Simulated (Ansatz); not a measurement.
What does this script print? It uses the Python package of Ansatz (0.2.0).

`h3op_dimer.py`
```python
"""Binding of a H3OP dimer at a trial geometry."""

import ansatz as az

BASIS = "def2-SVP"
METHOD = "mp2"

FIRST = [
    ("O", (0.5371, -0.4158, 0.8197)),
    ("P", (0.0848, 0.2992, -0.6103)),
    ("H", (0.8546, -1.2581, 0.664)),
    ("H", (-1.1577, -0.1897, -0.7255)),
    ("H", (-0.3189, 1.5642, -0.1478)),
]
SECOND = [
    ("O", (-1.0338, -4.2388, 2.3711)),
    ("P", (-0.0437, -3.6652, 1.1664)),
    ("H", (-1.6066, -3.5828, 2.6469)),
    ("H", (0.911, -3.0911, 1.9113)),
    ("H", (0.7012, -4.8216, 0.8747)),
]

def energy(atoms, ghosts=()):
    molecule = az.Crystal.molecule()
    for symbol, xyz in atoms:
        molecule = molecule.atom(symbol, xyz)
    calc = (
        molecule.calculation()
        .basis(gaussian=BASIS)
        .correlation(METHOD)
        .scf(lower_state_search="standard")
    )
    deck = calc.input()
    if ghosts:
        deck = deck.set(az.key.basis.gaussian.ghost_atoms, [{"symbol": s, "position_ang": list(xyz)} for s, xyz in ghosts])
    return az.Session.from_dict(deck).plan().execute().report["free_energy_ev"]


def main() -> None:
    # monomers in their own basis and in the basis of the dimer
    both = energy(FIRST + SECOND)
    alone = energy(FIRST) + energy(SECOND)
    ghosted = energy(FIRST, SECOND) + energy(SECOND, FIRST)
    print(f"dimer {both:.6f} eV")
    print(f"interaction, uncorrected   {(both - alone):8.3f} eV")
    print(f"interaction, counterpoise  {(both - ghosted):8.3f} eV")
    print(f"basis-set superposition    {(alone - ghosted):8.3f} eV")


if __name__ == "__main__":
    main()
```

```console
$ python h3op_dimer.py
dimer -22720.084964 eV
interaction, uncorrected     -0.047 eV
interaction, counterpoise     0.038 eV
basis-set superposition       0.085 eV
```

Uncorrected it is -0.047 eV, with the counterpoise correction 0.038 eV; the difference, 0.08 eV, is the superposition error. The sign changes with the correction, so this basis doesn't settle it.

What to keep in mind:
- The settings weren't tested for convergence.
- The dimer is a generated trial pose of unrelaxed monomers, not a minimum, so the figure is no binding energy, and the basis set is small.
- Finished in 3.2 s on 1 thread of Arm Neoverse V1 (shared host), peak memory 0.2 GiB.

(Lines on the test bed's own set-up are left out of the output.)
